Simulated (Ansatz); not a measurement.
A plane-wave DFT run in Ansatz 0.2.0 (scalar-relativistic PAW potentials unless the input names others): input and command.

```yaml
crystal:
  lattice:
    - [0.0, 2.9962123634, 2.9962123634]
    - [2.9962123634, 0.0, 2.9962123634]
    - [2.9962123634, 2.9962123634, 0.0]
  atoms:
    - { symbol: Be, position: [0.3761346499, 0.3761346499, 0.3761346499] }
    - { symbol: Be, position: [0.8715960502, 0.3761346499, 0.3761346499] }
    - { symbol: Be, position: [0.3761346499, 0.3761346499, 0.8715960502] }
    - { symbol: Be, position: [0.3761346499, 0.8715960502, 0.3761346499] }
    - { symbol: Fe, position: [0.75, 0.75, 0.75] }
    - { symbol: Ge, position: [0.0, 0.0, 0.0] }
basis:
  ecutwfc: 500
kpoints:
  mp_grid: { grid: [10, 10, 10] }
hamiltonian:
  xc: r2scan
  hubbard: { sites: [{ species: Fe, l: d, u_eff: -5.0 }] }
scf:
  occupations: { method: gaussian, width: 0.1 }
  max_iter: 75
output:
  forces: true
  eigenvalues: true
  stress: true
```

```bash
ansatz run input.yaml --threads 1 --pin off --max-ram 2560MiB --backend cpu --events-out ev --progress --plain --runs-dir out
```

Abridged log:
```
Be: projections on atomic orbitals take those of the free atom [He] 2s2, of charge +0.00 (hamiltonian.pseudopotentials.projection_atoms); the dataset's partial waves leave at most 1.1e-9 of an orbital's norm unspanned inside its sphere
Fe: projections on atomic orbitals take those of the free atom [Ne] 3s2 3p6 3d6 4s2, of charge +0.00 (hamiltonian.pseudopotentials.projection_atoms); the dataset's partial waves leave at most 1.1e-6 of an orbital's norm unspanned inside its sphere
Ge: projections on atomic orbitals take those of the free atom [Ar] 3d10 4s2 4p2, of charge +0.00 (hamiltonian.pseudopotentials.projection_atoms); the dataset's partial waves leave at most 1.2e-6 of an orbital's norm unspanned inside its sphere
Pseudopotentials: kind: paw
Pseudopotential: Be, paw, valence charge 2, recommended cutoff 500 eV (meta_gga)
Pseudopotential: Fe, paw, valence charge 16, recommended cutoff 500 eV (meta_gga)
Pseudopotential: Ge, paw, valence charge 14, recommended cutoff 500 eV (meta_gga)
Functional definition: r2SCAN
Crystal: 6 atoms, lattice volume = 53.796 Å³
Basis set: ecut = 500 eV, 1363 PW (Γ), exchange–correlation on 128×128×128 points (64 copies of the dense FFT grid, shifted against one another)
Bands: 25, of which v1, the nominal top of the filled ones, is band 19 counted from 1 (18 counted from 0)
Symmetry: 24 space group operations
Space group: F-43m (ITA 216), of the structure as read, at distance tolerance 3.8e-5 Å
k-points: 47 of 1000 (time reversal used)
Initial density: superposition of atomic densities (chi_scale 0.1, normalization cell, long waves kept (reshape's long-wave potential 0.00 eV rms))
Initial wavefunctions: pseudopotential atomic-orbital guess
Functional: x = r2scan, c = r2scan; τ floored in thin density (d = 2e-4 eV/Å³)
SCF iter   1: F=—  HF=-9168.195325 eV  |F-HF|=—  |Δ(HF+E_count)|=         —  Δρ=5.36e-2  dr2=3.11e0  dr2_τ=2.11e-1  ethr=3.10e-3  ⟨swp⟩=5.5  Hψ=5311  notcnv=0
SCF iter   2: F=—  HF=-9167.927250 eV  |F-HF|=—  |Δ(HF+E_count)|=   2.68e-1  Δρ=1.59e-1  dr2=1.40e1  dr2_τ=1.74e-1  ethr=3.10e-3  ⟨swp⟩=3.0  Hψ=2600  notcnv=0  defer=64  recentre
SCF iter   3: F=—  HF=-9168.384083 eV  |F-HF|=—  |Δ(HF+E_count)|=   4.57e-1  Δρ=1.58e-1  dr2=1.46e1  dr2_τ=9.24e-2  ethr=3.10e-3  ⟨swp⟩=3.0  Hψ=2760  notcnv=0  defer=60
SCF iter   4: F=—  HF=-9166.915062 eV  |F-HF|=—  |Δ(HF+E_count)|=    1.47e0  Δρ=1.10e-2  dr2=2.67e-2  dr2_τ=1.73e-3  ethr=3.10e-3  ⟨swp⟩=2.3  Hψ=2163  notcnv=0  defer=64
SCF iter   5: F=—  HF=-9166.907598 eV  |F-HF|=—  |Δ(HF+E_count)|=   7.46e-3  Δρ=1.69e-2  dr2=2.17e-1  dr2_τ=8.62e-3  ethr=7.02e-5  ⟨swp⟩=2.0  Hψ=2621  notcnv=0  defer=67
SCF iter   6: F=—  HF=-9166.888270 eV  |F-HF|=—  |Δ(HF+E_count)|=   1.93e-2  Δρ=2.21e-3  dr2=4.58e-3  dr2_τ=7.07e-5  ethr=7.02e-5  ⟨swp⟩=2.0  Hψ=1547  notcnv=0  defer=65
SCF iter   7: F=—  HF=-9166.887400 eV  |F-HF|=—  |Δ(HF+E_count)|=   8.70e-4  Δρ=5.19e-4  dr2=2.14e-4  dr2_τ=2.26e-6  ethr=1.20e-5  ⟨swp⟩=2.6  Hψ=1978  notcnv=0  defer=65
SCF iter   8: F=—  HF=-9166.887390 eV  |F-HF|=—  |Δ(HF+E_count)|=   1.07e-5  Δρ=4.02e-4  dr2=9.12e-5  dr2_τ=1.18e-6  ethr=5.64e-7  ⟨swp⟩=1.8  Hψ=1201  notcnv=0  defer=65
SCF iter   9: F=—  HF=-9166.887386 eV  |F-HF|=—  |Δ(HF+E_count)|=   3.88e-6  Δρ=1.70e-4  dr2=1.74e-5  dr2_τ=2.72e-7  ethr=2.40e-7  ⟨swp⟩=1.0  Hψ=1118  notcnv=0  defer=64
SCF iter  10: F=—  HF=-9166.887385 eV  |F-HF|=—  |Δ(HF+E_count)|=   1.11e-6  Δρ=1.79e-5  dr2=2.08e-7  dr2_τ=4.32e-9  ethr=4.58e-8  ⟨swp⟩=1.1  Hψ=1116  notcnv=0  defer=64
SCF iter  11: F=-9166.887385 eV  HF=-9166.887385 eV  |F-HF|=6.14e-8  |Δ(HF+E_count)|=   8.88e-9  Δρ=1.04e-5  dr2=6.25e-8  dr2_τ=9.35e-10  ethr=2.63e-10  ⟨swp⟩=9.0  Hψ=4718  notcnv=0
SCF 1 converged in 11 iterations: F = -9166.887385 eV  dr2 = 6.25e-8
SCF converged after 11 iterations
Free energy (F): -9166.887385 eV
Harris-Foulkes:  -9166.887385 eV  (|F-HF|=6.14e-8)
Internal energy: -9166.881131 eV  (E = F + TS)
E sigma→0 (E₀):  -9166.884258 eV
Entropy (-TS):   -0.006253 eV (-1.042 meV/atom)
Fermi energy:    12.733072 eV
--- Forces (eV/Å), atoms counted from 1 ---
  atom   1  Be    -0.00645508    -0.00645508    -0.00645508
  atom   2  Be    -0.00645508     0.00645508     0.00645508
  atom   3  Be     0.00645508     0.00645508    -0.00645508
  atom   4  Be     0.00645508    -0.00645508     0.00645508
  atom   5  Fe     0.00000000     0.00000000     0.00000000
  atom   6  Ge     0.00000000     0.00000000     0.00000000
--- Stress (GPa, compression-positive) ---
       -2.198263       0.000000       0.000000
        0.000000      -2.198263       0.000000
        0.000000       0.000000      -2.198263
  P = ⅓ Tr σ = -2.1983 GPa (-21.983 kbar)
Occupation matrices written to <dir>
```

**Question.** Find the fault.

**Answer.** The fault is an enormous or negative U (hamiltonian.hubbard: not typed → {"sites": [{"species": "Fe", "l": "d", "u_eff": -5.0}]}, the first being the value of the sound run). Setting it back cures it. The run converged all the same, with an energy at zero smearing 815 meV/atom below the reference's (the Hamiltonian itself differs), pressure -2.20 GPa, largest force 0.011 eV/Å, no gap on the mesh, so convergence alone doesn't show that an input is right. A reference run on usual settings, whose relaxation ended at this geometry, converged, and the end of its own relaxation has pressure -4.43 GPa, largest force 0.005 eV/Å, no gap on the mesh (its cell was held, or driven to that pressure on purpose).